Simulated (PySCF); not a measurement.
Working out the ionisation energy of O

O [He] 2s2 2p4 (3P) → O+ [He] 2s2 2p3 (4S). Calculation: PySCF 2.14, in def2-SVP (3s2p1d, 14 functions); no relativity, point nucleus. Frozen: 1s2. Energies in hartree (1 hartree = 27.21139 eV):

```tsv
part	O (lower)	O+ (upper)
UHF	-74.720101	-74.276071
CCSD correlation	-0.116537	-0.083874
(T)	-0.000832	-0.000568
```

Task: What does Hartree-Fock give?

Result: (-74.276071) − (-74.720101) = 0.444030 hartree = 12.083 eV.

Task: What do CCSD and CCSD(T) give?

Result: The CCSD correlation energies differ by 0.032663 hartree = 0.889 eV and the triples by 0.000264 hartree = 0.007 eV, so CCSD gives 12.972 eV and CCSD(T) 12.979 eV.

Measured between the centres of the two terms (NIST): 13.608 eV, so CCSD(T) (valence) is off by -0.629 eV.

A double-zeta basis recovers only part of the correlation energy.

What remains against the reference includes basis incompleteness, the frozen core and higher excitations.
